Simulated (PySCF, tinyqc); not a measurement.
Inside a calculation (part 1 of 2). Method: G0W0 on RHF in the sto-3g basis, for CH2, spin multiplicity 1. The lowest restricted solution is unstable here: a spin-polarised one lies 0.0366 hartree lower (PySCF). Computed by tinyqc, a small Python program that keeps every step (integrals from PySCF). Settings: charge = 0, multiplicity = 1, basis = sto-3g, method = RHF, energy threshold = 1e-10, iteration cap = 78, orthogonalisation = symmetric, start = Wolfsberg-Helmholz matrix, DIIS depth = 6. Command: `OMP_NUM_THREADS=1 python tinyqc.py 25939 25940 out.jsonl` (the two numbers bound the seeds that draw the settings). One thread of a shared host (Intel(R) Xeon(R) Processor @ 2.60GHz), about 0.07 s of CPU time with the checks. The early iterations of the SCF are left out here.

## One-electron integrals

Geometry (angstrom):
```
atom       x        y       z
C     0.0000   0.0000  0.0000
H     0.0000   1.1150  0.5860
H     0.0000  -1.1150  0.5860
```

Basis sto-3g: exponents (1/bohr^2) and contraction coefficients of normalised primitives:
```
element  l (shell)  exponent  coefficient
C            s (1)   71.6168       0.1543
C            s (1)   13.0451       0.5353
C            s (1)    3.5305       0.4446
C            s (2)    2.9412      -0.1000
C            s (2)    0.6835       0.3995
C            s (2)    0.2223       0.7001
C            p (3)    2.9412       0.1559
C            p (3)    0.6835       0.6077
C            p (3)    0.2223       0.3920
H            s (1)    3.4253       0.1543
H            s (1)    0.6239       0.5353
H            s (1)    0.1689       0.4446
```

Overlap, kinetic and nuclear-attraction integrals over the contracted functions; the nuclear repulsion is the sum of Za Zb / Rab.

nuclear repulsion = 5.278637 hartree

overlap S, order 1C 1s, 1C 2s, 1C 2px, 1C 2py, 1C 2pz, 2H 1s, 3H 1s:
$$\begin{pmatrix}
1.0000 & 0.2484 & 0.0000 & 0.0000 & 0.0000 & 0.0420 & 0.0420 \\
0.2484 & 1.0000 & 0.0000 & 0.0000 & 0.0000 & 0.3979 & 0.3979 \\
0.0000 & 0.0000 & 1.0000 & 0.0000 & 0.0000 & 0.0000 & 0.0000 \\
0.0000 & 0.0000 & 0.0000 & 1.0000 & 0.0000 & 0.3581 & -0.3581 \\
0.0000 & 0.0000 & 0.0000 & 0.0000 & 1.0000 & 0.1882 & 0.1882 \\
0.0420 & 0.3979 & 0.0000 & 0.3581 & 0.1882 & 1.0000 & 0.0808 \\
0.0420 & 0.3979 & 0.0000 & -0.3581 & 0.1882 & 0.0808 & 1.0000
\end{pmatrix}$$

kinetic energy T (hartree), order 1C 1s, 1C 2s, 1C 2px, 1C 2py, 1C 2pz, 2H 1s, 3H 1s:
$$\begin{pmatrix}
15.8911 & -0.0859 & 0.0000 & 0.0000 & 0.0000 & -0.0119 & -0.0119 \\
-0.0859 & 0.4722 & 0.0000 & 0.0000 & 0.0000 & 0.0598 & 0.0598 \\
0.0000 & 0.0000 & 1.4777 & 0.0000 & 0.0000 & 0.0000 & 0.0000 \\
0.0000 & 0.0000 & 0.0000 & 1.4777 & 0.0000 & 0.1493 & -0.1493 \\
0.0000 & 0.0000 & 0.0000 & 0.0000 & 1.4777 & 0.0784 & 0.0784 \\
-0.0119 & 0.0598 & 0.0000 & 0.1493 & 0.0784 & 0.7600 & -0.0115 \\
-0.0119 & 0.0598 & 0.0000 & -0.1493 & 0.0784 & -0.0115 & 0.7600
\end{pmatrix}$$

nuclear attraction V (hartree), order 1C 1s, 1C 2s, 1C 2px, 1C 2py, 1C 2pz, 2H 1s, 3H 1s:
$$\begin{pmatrix}
-34.4930 & -4.4009 & 0.0000 & 0.0000 & -0.0118 & -0.7552 & -0.7552 \\
-4.4009 & -6.0193 & 0.0000 & 0.0000 & -0.1286 & -1.9491 & -1.9491 \\
0.0000 & 0.0000 & -5.9143 & 0.0000 & 0.0000 & 0.0000 & 0.0000 \\
0.0000 & 0.0000 & 0.0000 & -6.0620 & 0.0000 & -1.6122 & 1.6122 \\
-0.0118 & -0.1286 & 0.0000 & 0.0000 & -5.9551 & -0.8707 & -0.8707 \\
-0.7552 & -1.9491 & 0.0000 & -1.6122 & -0.8707 & -3.9569 & -0.3631 \\
-0.7552 & -1.9491 & 0.0000 & 1.6122 & -0.8707 & -0.3631 & -3.9569
\end{pmatrix}$$

core Hamiltonian H = T + V (hartree), order 1C 1s, 1C 2s, 1C 2px, 1C 2py, 1C 2pz, 2H 1s, 3H 1s:
$$\begin{pmatrix}
-18.6018 & -4.4868 & 0.0000 & 0.0000 & -0.0118 & -0.7671 & -0.7671 \\
-4.4868 & -5.5470 & 0.0000 & 0.0000 & -0.1286 & -1.8893 & -1.8893 \\
0.0000 & 0.0000 & -4.4365 & 0.0000 & 0.0000 & 0.0000 & 0.0000 \\
0.0000 & 0.0000 & 0.0000 & -4.5843 & 0.0000 & -1.4630 & 1.4630 \\
-0.0118 & -0.1286 & 0.0000 & 0.0000 & -4.4773 & -0.7923 & -0.7923 \\
-0.7671 & -1.8893 & 0.0000 & -1.4630 & -0.7923 & -3.1968 & -0.3746 \\
-0.7671 & -1.8893 & 0.0000 & 1.4630 & -0.7923 & -0.3746 & -3.1968
\end{pmatrix}$$

## Two-electron integrals

Functions are numbered as in S; the eight-fold symmetry (ij|kl) = (ji|kl) = (kl|ij) leaves the list below.

Two-electron integrals (ij|kl) in chemists' order, unique and non-zero (hartree):
```
(11|11) 3.5419      (21|11) 0.5769      (21|21) 0.1119      (22|11) 0.8547
(22|21) 0.2053      (22|22) 0.6247      (31|31) 0.0203      (32|31) 0.0309
(32|32) 0.1380      (33|11) 0.8524      (33|21) 0.2053      (33|22) 0.6246
(33|33) 0.6728      (41|41) 0.0203      (42|41) 0.0309      (42|42) 0.1380
(43|43) 0.0363      (44|11) 0.8524      (44|21) 0.2053      (44|22) 0.6246
(44|33) 0.6003      (44|44) 0.6728      (51|51) 0.0203      (52|51) 0.0309
(52|52) 0.1380      (53|53) 0.0363      (54|54) 0.0363      (55|11) 0.8524
(55|21) 0.2053      (55|22) 0.6246      (55|33) 0.6003      (55|44) 0.6003
(55|55) 0.6728      (61|11) 0.0980      (61|21) 0.0189      (61|22) 0.0347
(61|33) 0.0346      (61|41) 0.0010      (61|42) 0.0019      (61|44) 0.0348
(61|51) 0.0005      (61|52) 0.0010      (61|54) 1.49e-04    (61|55) 0.0346
(61|61) 0.0033      (62|11) 0.2534      (62|21) 0.0618      (62|22) 0.2092
(62|33) 0.2040      (62|41) 0.0052      (62|42) 0.0370      (62|44) 0.2160
(62|51) 0.0027      (62|52) 0.0195      (62|54) 0.0063      (62|55) 0.2073
(62|61) 0.0109      (62|62) 0.0948      (63|31) 0.0060      (63|32) 0.0326
(63|43) 0.0071      (63|53) 0.0037      (63|63) 0.0111      (64|11) 0.1977
(64|21) 0.0488      (64|22) 0.1751      (64|33) 0.1664      (64|41) 0.0096
(64|42) 0.0611      (64|44) 0.1898      (64|51) 0.0019      (64|52) 0.0150
(64|54) 0.0086      (64|55) 0.1690      (64|61) 0.0090      (64|62) 0.0942
(64|64) 0.1029      (65|11) 0.1039      (65|21) 0.0256      (65|22) 0.0920
(65|33) 0.0874      (65|41) 0.0019      (65|42) 0.0150      (65|44) 0.0923
(65|51) 0.0070      (65|52) 0.0405      (65|54) 0.0096      (65|55) 0.0962
(65|61) 0.0047      (65|62) 0.0495      (65|64) 0.0483      (65|65) 0.0365
(66|11) 0.4152      (66|21) 0.1029      (66|22) 0.3976      (66|33) 0.3769
(66|41) 0.0103      (66|42) 0.1004      (66|44) 0.4250      (66|51) 0.0054
(66|52) 0.0528      (66|54) 0.0253      (66|55) 0.3902      (66|61) 0.0184
(66|62) 0.2340      (66|64) 0.2560      (66|65) 0.1345      (66|66) 0.7746
(71|11) 0.0980      (71|21) 0.0189      (71|22) 0.0347      (71|33) 0.0346
(71|41) -0.0010     (71|42) -0.0019     (71|44) 0.0348      (71|51) 0.0005
(71|52) 0.0010      (71|54) -1.49e-04   (71|55) 0.0346      (71|61) 0.0032
(71|62) 0.0102      (71|64) 0.0077      (71|65) 0.0044      (71|66) 0.0169
(71|71) 0.0033      (72|11) 0.2534      (72|21) 0.0618      (72|22) 0.2092
(72|33) 0.2040      (72|41) -0.0052     (72|42) -0.0370     (72|44) 0.2160
(72|51) 0.0027      (72|52) 0.0195      (72|54) -0.0063     (72|55) 0.2073
(72|61) 0.0102      (72|62) 0.0647      (72|64) 0.0470      (72|65) 0.0328
(72|66) 0.1217      (72|71) 0.0109      (72|72) 0.0948      (73|31) 0.0060
(73|32) 0.0326      (73|43) -0.0071     (73|53) 0.0037      (73|63) 0.0070
(73|73) 0.0111      (74|11) -0.1977     (74|21) -0.0488     (74|22) -0.1751
(74|33) -0.1664     (74|41) 0.0096      (74|42) 0.0611      (74|44) -0.1898
(74|51) -0.0019     (74|52) -0.0150     (74|54) 0.0086      (74|55) -0.1690
(74|61) -0.0077     (74|62) -0.0470     (74|64) -0.0282     (74|65) -0.0234
(74|66) -0.0840     (74|71) -0.0090     (74|72) -0.0942     (74|74) 0.1029
(75|11) 0.1039      (75|21) 0.0256      (75|22) 0.0920      (75|33) 0.0874
(75|41) -0.0019     (75|42) -0.0150     (75|44) 0.0923      (75|51) 0.0070
(75|52) 0.0405      (75|54) -0.0096     (75|55) 0.0962      (75|61) 0.0044
(75|62) 0.0328      (75|64) 0.0234      (75|65) 0.0233      (75|66) 0.0651
(75|71) 0.0047      (75|72) 0.0495      (75|74) -0.0483     (75|75) 0.0365
(76|11) 0.0465      (76|21) 0.0114      (76|22) 0.0397      (76|33) 0.0387
(76|44) 0.0400      (76|51) 0.0009      (76|52) 0.0064      (76|55) 0.0404
(76|61) 0.0020      (76|62) 0.0157      (76|64) 0.0136      (76|65) 0.0090
(76|66) 0.0356      (76|71) 0.0020      (76|72) 0.0157      (76|74) -0.0136
(76|75) 0.0090      (76|76) 0.0032      (77|11) 0.4152      (77|21) 0.1029
(77|22) 0.3976      (77|33) 0.3769      (77|41) -0.0103     (77|42) -0.1004
(77|44) 0.4250      (77|51) 0.0054      (77|52) 0.0528      (77|54) -0.0253
(77|55) 0.3902      (77|61) 0.0169      (77|62) 0.1217      (77|64) 0.0840
(77|65) 0.0651      (77|66) 0.2370      (77|71) 0.0184      (77|72) 0.2340
(77|74) -0.2560     (77|75) 0.1345      (77|76) 0.0356      (77|77) 0.7746
```

## Orthogonalisation

S = U s U^T; symmetric (Loewdin) form X = U s^(-1/2) U^T, so that X^T S X = 1.

eigenvalues of S: [0.3895, 0.4516, 0.8848, 1.0000, 1.0863, 1.4677, 1.7202]

X, order 1C 1s, 1C 2s, 1C 2px, 1C 2py, 1C 2pz, 2H 1s, 3H 1s:
$$\begin{pmatrix}
1.0265 & -0.1470 & 0.0000 & 0.0000 & -0.0082 & 0.0231 & 0.0231 \\
-0.1470 & 1.1862 & 0.0000 & 0.0000 & 0.0747 & -0.2534 & -0.2534 \\
0.0000 & 0.0000 & 1.0000 & 0.0000 & 0.0000 & 0.0000 & 0.0000 \\
0.0000 & 0.0000 & 0.0000 & 1.1304 & 0.0000 & -0.2335 & 0.2335 \\
-0.0082 & 0.0747 & 0.0000 & 0.0000 & 1.0344 & -0.1173 & -0.1173 \\
0.0231 & -0.2534 & 0.0000 & -0.2335 & -0.1173 & 1.1616 & -0.0215 \\
0.0231 & -0.2534 & 0.0000 & 0.2335 & -0.1173 & -0.0215 & 1.1616
\end{pmatrix}$$

## Starting guess

The start is the generalised Wolfsberg-Helmholz matrix (K = 1.75) built on H; D = 2 C_occ C_occ^T.

D at the start, order 1C 1s, 1C 2s, 1C 2px, 1C 2py, 1C 2pz, 2H 1s, 3H 1s:
$$\begin{pmatrix}
2.0626 & -0.2486 & 0.0000 & 0.0000 & 0.1108 & -0.1625 & -0.1625 \\
-0.2486 & 1.1096 & 0.0000 & 0.0000 & -0.3845 & 0.3986 & 0.3986 \\
0.0000 & 0.0000 & 0.0000 & 0.0000 & 0.0000 & 0.0000 & 0.0000 \\
0.0000 & 0.0000 & 0.0000 & 1.1732 & 0.0000 & 0.4012 & -0.4012 \\
0.1108 & -0.3845 & 0.0000 & 0.0000 & 1.8585 & 0.1171 & 0.1171 \\
-0.1625 & 0.3986 & 0.0000 & 0.4012 & 0.1171 & 0.3210 & 0.0467 \\
-0.1625 & 0.3986 & 0.0000 & -0.4012 & 0.1171 & 0.0467 & 0.3210
\end{pmatrix}$$

## Iteration 8 (converged): orbitals

converged F (hartree), order 1C 1s, 1C 2s, 1C 2px, 1C 2py, 1C 2pz, 2H 1s, 3H 1s:
$$\begin{pmatrix}
-10.9874 & -2.9516 & 0.0000 & 0.0000 & -0.0245 & -0.5112 & -0.5112 \\
-2.9516 & -1.4129 & 0.0000 & 0.0000 & -0.0472 & -0.5613 & -0.5613 \\
0.0000 & 0.0000 & 0.2419 & 0.0000 & 0.0000 & 0.0000 & 0.0000 \\
0.0000 & 0.0000 & 0.0000 & -0.1646 & 0.0000 & -0.3481 & 0.3481 \\
-0.0245 & -0.0472 & 0.0000 & 0.0000 & -0.1903 & -0.2199 & -0.2199 \\
-0.5112 & -0.5613 & 0.0000 & -0.3481 & -0.2199 & -0.3624 & -0.1162 \\
-0.5112 & -0.5613 & 0.0000 & 0.3481 & -0.2199 & -0.1162 & -0.3624
\end{pmatrix}$$

Diagonalise F' = X^T F X, C = X C', fill 4 alpha and 4 beta electrons from the bottom; D = 2 C_occ C_occ^T. Each column has its largest component positive (the first on a tie).

F' = X^T F X (hartree):
$$\begin{pmatrix}
-10.7579 & -1.5536 & 0.0000 & 0.0000 & -0.0458 & -0.0408 & -0.0408 \\
-1.5536 & -0.6512 & 0.0000 & 0.0000 & 0.1019 & -0.3532 & -0.3532 \\
0.0000 & 0.0000 & 0.2419 & 0.0000 & 0.0000 & 0.0000 & 0.0000 \\
0.0000 & 0.0000 & 0.0000 & 0.1303 & 0.0000 & -0.3920 & 0.3920 \\
-0.0458 & 0.1019 & 0.0000 & 0.0000 & -0.1042 & -0.2221 & -0.2221 \\
-0.0408 & -0.3532 & 0.0000 & -0.3920 & -0.2221 & -0.0111 & -0.0333 \\
-0.0408 & -0.3532 & 0.0000 & 0.3920 & -0.2221 & -0.0333 & -0.0111
\end{pmatrix}$$

orbital energies (hartree): MO1 -10.9931, MO2 -0.7645, MO3 -0.4808, MO4 -0.2701, MO5 0.2419, MO6 0.4699, MO7 0.6333

coefficients C, order 1C 1s, 1C 2s, 1C 2px, 1C 2py, 1C 2pz, 2H 1s, 3H 1s:
$$\begin{pmatrix}
0.9934 & -0.2243 & 0.0000 & 0.1184 & 0.0000 & -0.1589 & 0.0000 \\
0.0274 & 0.7380 & 0.0000 & -0.5353 & 0.0000 & 0.8548 & 0.0000 \\
0.0000 & 0.0000 & 0.0000 & 0.0000 & 1.0000 & 0.0000 & 0.0000 \\
0.0000 & 0.0000 & 0.5149 & 0.0000 & 0.0000 & 0.0000 & 1.0591 \\
0.0043 & 0.1207 & 0.0000 & 0.8045 & 0.0000 & 0.6644 & 0.0000 \\
-0.0056 & 0.2631 & 0.4627 & 0.2561 & 0.0000 & -0.7705 & -0.7351 \\
-0.0056 & 0.2631 & -0.4627 & 0.2561 & 0.0000 & -0.7705 & 0.7351
\end{pmatrix}$$

D after iteration 8, order 1C 1s, 1C 2s, 1C 2px, 1C 2py, 1C 2pz, 2H 1s, 3H 1s:
$$\begin{pmatrix}
2.1023 & -0.4034 & 0.0000 & 0.0000 & 0.1448 & -0.0685 & -0.0685 \\
-0.4034 & 1.6641 & 0.0000 & 0.0000 & -0.6830 & 0.1138 & 0.1138 \\
0.0000 & 0.0000 & 0.0000 & 0.0000 & 0.0000 & 0.0000 & 0.0000 \\
0.0000 & 0.0000 & 0.0000 & 0.5303 & 0.0000 & 0.4765 & -0.4765 \\
0.1448 & -0.6830 & 0.0000 & 0.0000 & 1.3235 & 0.4755 & 0.4755 \\
-0.0685 & 0.1138 & 0.0000 & 0.4765 & 0.4755 & 0.6978 & -0.1585 \\
-0.0685 & 0.1138 & 0.0000 & -0.4765 & 0.4755 & -0.1585 & 0.6978
\end{pmatrix}$$

## Convergence

Stop when the energy changes by less than 1e-10 hartree and every element of the error matrix X^T (F D S - S D F) X is below 3e-06.

Course of the cycle:
```
iteration  E (hartree)     change  largest element of the error matrix
1           -38.118206          -                             3.56e-01
2           -38.310005  -1.92e-01                             6.91e-02
3           -38.322647  -1.26e-02                             3.05e-02
4           -38.324993  -2.35e-03                             5.63e-03
5           -38.325109  -1.16e-04                             1.01e-03
6           -38.325113  -3.99e-06                             1.74e-05
7           -38.325113  -4.84e-10                             3.63e-07
8           -38.325113  -2.27e-13                             3.44e-09
```

PySCF RHF in the same basis = -38.325113 hartree

Converged in 8 iterations.

## Populations, bond orders and dipole

Mulliken: Z minus the diagonal of D S on the atom; Loewdin: the same with S^(1/2) D S^(1/2); Mayer order: 2 sum_s sum (D(s) S)_ij (D(s) S)_ji over the two atoms.

Charges (e):
```
atom  Mulliken  Loewdin
1C     -0.0249   0.0069
2H      0.0125  -0.0034
3H      0.0125  -0.0034
```

Mayer bond orders:
```
pair   order
2-1   0.9800
3-1   0.9800
3-2   0.0198
```

dipole moment about the origin, x y z (debye): [0.0000, 0.0000, 1.5128]

## Integrals over molecular orbitals

(pq|rs) = sum C_ip C_jq C_kr C_ls (ij|kl), one index at a time.

one-electron integrals over orbitals h = C^T H C (hartree):
$$\begin{pmatrix}
-18.5876 & 0.3619 & 0.0000 & -0.1731 & 0.0000 & 0.2442 & 0.0000 \\
0.3619 & -4.4406 & 0.0000 & 0.2468 & 0.0000 & -0.7932 & 0.0000 \\
0.0000 & 0.0000 & -3.8182 & 0.0000 & 0.0000 & 0.0000 & -0.9069 \\
-0.1731 & 0.2468 & 0.0000 & -4.2490 & 0.0000 & -0.4441 & 0.0000 \\
0.0000 & 0.0000 & 0.0000 & 0.0000 & -4.4365 & 0.0000 & 0.0000 \\
0.2442 & -0.7932 & 0.0000 & -0.4441 & 0.0000 & -3.4407 & 0.0000 \\
0.0000 & 0.0000 & -0.9069 & 0.0000 & 0.0000 & 0.0000 & -3.6366
\end{pmatrix}$$

Two-electron integrals over orbitals (pq|rs), unique and non-zero (hartree):
```
(11|11) 3.5083      (21|11) -0.2981     (21|21) 0.0402      (22|11) 0.7155
(22|21) -0.0085     (22|22) 0.5281      (31|31) 0.0069      (32|31) 0.0120
(32|32) 0.1369      (33|11) 0.5721      (33|21) -0.0026     (33|22) 0.4881
(33|33) 0.4981      (41|11) 0.1536      (41|21) -0.0182     (41|22) 0.0127
(41|33) 0.0053      (41|41) 0.0252      (42|11) -0.0971     (42|21) 0.0070
(42|22) 0.0112      (42|33) 0.0189      (42|41) 0.0141      (42|42) 0.0834
(43|31) -0.0019     (43|32) 0.0304      (43|43) 0.0357      (44|11) 0.7916
(44|21) -0.0120     (44|22) 0.5006      (44|33) 0.4492      (44|41) -0.0114
(44|42) -0.0895     (44|44) 0.6406      (51|51) 0.0217      (52|51) 0.0240
(52|52) 0.0934      (53|53) 0.0181      (54|51) -0.0122     (54|52) -0.0381
(54|54) 0.0477      (55|11) 0.8520      (55|21) -0.0095     (55|22) 0.5428
(55|33) 0.4625      (55|41) 0.0044      (55|42) -0.0523     (55|44) 0.5723
(55|55) 0.6728      (61|11) -0.2081     (61|21) 0.0300      (61|22) -0.0011
(61|33) 3.97e-04    (61|41) -0.0036     (61|42) 0.0147      (61|44) -0.0177
(61|55) -0.0058     (61|61) 0.0283      (62|11) 0.2365      (62|21) -0.0056
(62|22) 0.0837      (62|33) 0.0215      (62|41) 0.0144      (62|42) 0.0019
(62|44) 0.0705      (62|55) 0.1237      (62|61) 0.0028      (62|62) 0.0953
(63|31) 0.0011      (63|32) -0.0715     (63|43) -0.0359     (63|63) 0.0910
(64|11) 0.1239      (64|21) -4.25e-04   (64|22) 0.0426      (64|33) 0.0037
(64|41) 0.0038      (64|42) -0.0110     (64|44) 0.0660      (64|55) 0.0631
(64|61) 0.0019      (64|62) 0.0550      (64|64) 0.0427      (65|51) 0.0154
(65|52) 0.0536      (65|54) -0.0093     (65|65) 0.0399      (66|11) 0.6491
(66|21) -0.0057     (66|22) 0.5053      (66|33) 0.4875      (66|41) 0.0196
(66|42) 0.0535      (66|44) 0.4421      (66|55) 0.4811      (66|61) 0.0061
(66|62) 0.0554      (66|64) 0.0218      (66|66) 0.5409      (71|31) 0.0119
(71|32) 0.0192      (71|43) -0.0035     (71|63) 0.0016      (71|71) 0.0208
(72|31) 0.0095      (72|32) 0.0100      (72|43) -0.0302     (72|63) 0.0443
(72|71) 0.0155      (72|72) 0.0564      (73|11) 0.2580      (73|21) -0.0055
(73|22) 0.0728      (73|33) 0.0277      (73|41) -1.53e-04   (73|42) -0.0566
(73|44) 0.1205      (73|55) 0.1345      (73|61) -0.0055     (73|62) 0.0757
(73|64) 0.0512      (73|66) 0.0088      (73|73) 0.1191      (74|31) -0.0075
(74|32) -0.0687     (74|43) 0.0016      (74|63) 0.0447      (74|71) -0.0129
(74|72) -0.0095     (74|74) 0.0596      (75|53) 0.0185      (75|75) 0.0231
(76|31) 0.0081      (76|32) 0.1095      (76|43) 0.0431      (76|63) -0.0819
(76|71) 0.0132      (76|72) -0.0189     (76|74) -0.0524     (76|76) 0.1143
(77|11) 0.7387      (77|21) -0.0090     (77|22) 0.5082      (77|33) 0.5020
(77|41) 0.0036      (77|42) -0.0164     (77|44) 0.5141      (77|55) 0.5207
(77|61) -0.0064     (77|62) 0.0446      (77|64) 0.0194      (77|66) 0.4969
(77|73) 0.0714      (77|77) 0.5487
```
